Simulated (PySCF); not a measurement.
# Computed NMR parameters against published values

Cartesian coordinates in Å; atom numbers follow the order of the lines, from 1:
```xyz
18

C    -0.682    1.122   -0.672
C     0.743    1.265   -0.146
C     1.468   -0.078   -0.115
C     0.682   -1.122    0.672
C    -0.743   -1.265    0.146
C    -1.468    0.078    0.115
H    -0.646    0.821   -1.736
H    -1.200    2.093   -0.644
H     1.306    1.990   -0.756
H     0.711    1.682    0.877
H     1.608   -0.437   -1.151
H     2.478    0.042    0.309
H     1.200   -2.093    0.644
H     0.646   -0.821    1.736
H    -1.306   -1.990    0.756
H    -0.711   -1.682   -0.877
H    -1.608    0.437    1.151
H    -2.478   -0.042   -0.309
```

The experiment to reproduce: δ $^{13}$C C1/C2/C3/C4/C5/C6 27.5 ppm (measured; solution, acetone-d6, 298 K; Fulmer et al., Organometallics 2010, 29, 2176).
δ $^{13}$C C1/C2/C3/C4/C5/C6 26.3 ppm (measured; solution, DMSO-d6, 298 K; Fulmer et al., Organometallics 2010, 29, 2176).
δ $^{13}$C C1/C2/C3/C4/C5/C6 26.9 ppm (measured; solution, CDCl3, 298 K; Fulmer et al., Organometallics 2010, 29, 2176).
δ $^{13}$C C1/C2/C3/C4/C5/C6 27.4 ppm (measured; solution, CD2Cl2, 298 K; Fulmer et al., Organometallics 2010, 29, 2176).
δ $^{13}$C C1/C2/C3/C4/C5/C6 27.0 ppm (measured; solution, C6D5Cl, 298 K; Fulmer et al., Organometallics 2010, 29, 2176).
δ $^{13}$C C1/C2/C3/C4/C5/C6 27.6 ppm (measured; solution, CD3CN, 298 K; Fulmer et al., Organometallics 2010, 29, 2176). Coupling constants: $^{1}J$(C1,H7) 124.7 Hz, $^{1}J$(C1,C2) 32.7 Hz.

- shielding tensors at KT3/pcSseg-1 (GIAO)
- J: B3LYP/pcJ-1 (without the spin–dipole term)
- PBE0-D3(BJ)/def2-SVP geometry
- code: PySCF
- averaged over atoms made equivalent by symmetry, fast rotation or ring inversion, gas phase, no relativistic terms, single conformer

Problem. What does the calculation give, and how does it compare?

Solution. 
Reference values: measured (solution, acetone-d6, 298 K; Fulmer et al., Organometallics 2010, 29, 2176).
| atoms | quantity | reference | computed |
| --- | --- | --- | --- |
| C1/C2/C3/C4/C5/C6 | δ $^{13}$C | 27.5 | 30.9 |

Reference values: measured (solution, DMSO-d6, 298 K; Fulmer et al., Organometallics 2010, 29, 2176).
```
            atoms    quantity  reference  computed
C1/C2/C3/C4/C5/C6  δ $^{13}$C       26.3      30.9
```

Reference values: measured (solution, CDCl3, 298 K; Fulmer et al., Organometallics 2010, 29, 2176).
```csv
atoms,quantity,reference,computed
C1/C2/C3/C4/C5/C6,δ $^{13}$C,26.9,30.9
```

Reference values: measured (solution, CD2Cl2, 298 K; Fulmer et al., Organometallics 2010, 29, 2176).
```csv
atoms,quantity,reference,computed
C1/C2/C3/C4/C5/C6,δ $^{13}$C,27.4,30.9
```

Reference values: measured (solution, C6D5Cl, 298 K; Fulmer et al., Organometallics 2010, 29, 2176).
```csv
atoms,quantity,reference,computed
C1/C2/C3/C4/C5/C6,δ $^{13}$C,27.0,30.9
```

Reference values: measured (solution, CD3CN, 298 K; Fulmer et al., Organometallics 2010, 29, 2176).
| atoms | quantity | reference | computed |
| --- | --- | --- | --- |
| C1/C2/C3/C4/C5/C6 | δ $^{13}$C | 27.6 | 30.9 |

Computed shifts are σ(ref) − σ with the named reference compound (TMS for H and C) calculated as an isolated molecule at the same level.

Coupling constants in Hz:
```tsv
coupling	reference	computed	source
$^{1}J$(C1,H7)	124.7	131.0	measured; liquid or solution (compiled); Cremer, Kraka, Wu, Luettke, ChemPhysChem 2004, 5, 349
$^{1}J$(C1,C2)	32.7	34.7	measured; liquid or solution (compiled); Cremer, Kraka, Wu, Luettke, ChemPhysChem 2004, 5, 349
```

Problem. How far are the unscaled $^{13}$C shifts from the references?

Solution. Mean signed difference +3.78 ppm, mean absolute 3.78 ppm over 6 comparisons; the largest is +4.6 ppm at C1/C2/C3/C4/C5/C6 (sp3 CH2 in a ring).

8 of the 26 published NMR values on file for this molecule are compared. The rest: values from further sources.
